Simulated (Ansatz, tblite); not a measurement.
Isomers of Li$_{3}$H$_{3}$ (singlet), found by a short tight-binding search and relaxed with r2SCAN-D4/def2-TZVP in Ansatz.

The xTB rows come from tblite. Correlated methods freeze no core orbitals; core or outer-core shells of Li are correlated, in sets that lack core-valence functions.

Run but left out: HF/def2-TZVPP (A: restricted singlet, unstable towards broken spin symmetry).

A: The restricted singlet is unstable towards broken spin symmetry in Hartree–Fock (as tested in another run); at PBE-D4/def2-TZVP, r2SCAN-D4/def2-TZVP, PBE0-D4/def2-TZVP, r2SCAN0-D4/def2-TZVP and others this wasn't settled. At CCSD(T)/def2-TZVPP the restricted singlet (for correlated methods, its reference) is unstable: a solution with broken spin symmetry lies lower.

Other spin states were run for one of them alone.

A:

```xyz
6

Li    0.183   -3.044   -0.409
Li   -0.057    0.038   -0.280
Li    0.626   -1.013    1.903
H    -0.463    1.902   -0.938
H     0.322    0.572    1.306
H    -0.611    1.545   -1.582
```

B:

```xyz
6

Li    1.5398   -0.0939   -0.4984
Li   -1.1298    0.6372   -0.9727
Li   -0.4098   -0.5428    1.4706
H     1.2499   -0.7029    1.0765
H     0.4542    0.6049   -1.6246
H    -1.7042    0.0975    0.5485
```

Q: Estimate which lies lowest at each level, and how far above it the others are (eV).

A: 
```tsv
level	A	B
GFN1-xTB	2.64	0.00
GFN2-xTB	3.50	0.00
PBE-D4/def2-TZVP	1.67	0.00
r2SCAN-D4/def2-TZVP	1.82	0.00
PBE0-D4/def2-TZVP	1.71	0.00
r2SCAN0-D4/def2-TZVP	1.84	0.00
ωB97M-V/def2-TZVP	2.13	0.00
MP2/def2-TZVPP	1.83	0.00
CCSD/def2-TZVPP	1.74	0.00
CCSD(T)/def2-TZVPP	1.73	0.00
```
Point groups (tolerance 0.1 Å): A not assigned, B D3h. Lower isomers may exist.
